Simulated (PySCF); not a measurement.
Isomers of C4H9F. Method used: PBE0-D3(BJ)/def2-SVP geometry optimisation, gas phase in PySCF 2.14.0. Energies are electronic, without zero-point or thermal terms, for one conformer each. No frequencies were run at this level. Point groups hold within 0.08 Å.

**Question.** Order them by energy at this level, lowest first, and give relative energies in kcal/mol.
A. `[CH3:1][CH2:2][C@H:3]([CH3:4])[F:5]` with C1–C2–C3–C4 177°
B. `CC(C)(C)F`
C. `[CH3:1][CH2:2][CH2:3][CH2:4][F:5]` with C1–C2–C3–C4 178°, C2–C3–C4–F5 -61°

**Answer.** B (0.0), A (3.4), C (7.8).

```csv
SMILES,E (Eh),E rel (kcal/mol),dipole (D),point group,"A, B, C (MHz)"
CC(C)(C)F,-257.22472,0.0,1.78,C3v,"4749, 4748, 4538"
CC[C@H](C)F,-257.21938,3.4,1.70,C1,"8283, 3493, 2707"
CCCCF,-257.21227,7.8,1.65,C1,"12568, 2362, 2175"
```
